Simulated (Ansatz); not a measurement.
(NaH)2 ring (Na₂H₂). The state is a singlet with charge 0. Geometry PBE0-D4/def2-TZVP; atoms count from 1.

Cartesian coordinates in Å:
```
Na 0.175 1.032 -0.934
H 1.531 -0.313 -0.060
Na -0.175 -1.032 0.934
H -1.531 0.312 0.059
```

**Question.** Estimate the Mulliken populations from the PBE0/def2-TZVP orbitals of Ansatz.

**Answer.** 
```tsv
atom	charge (e)
Na1	0.33
H2	-0.33
Na3	0.33
H4	-0.33
```
Mulliken values depend strongly on the basis.
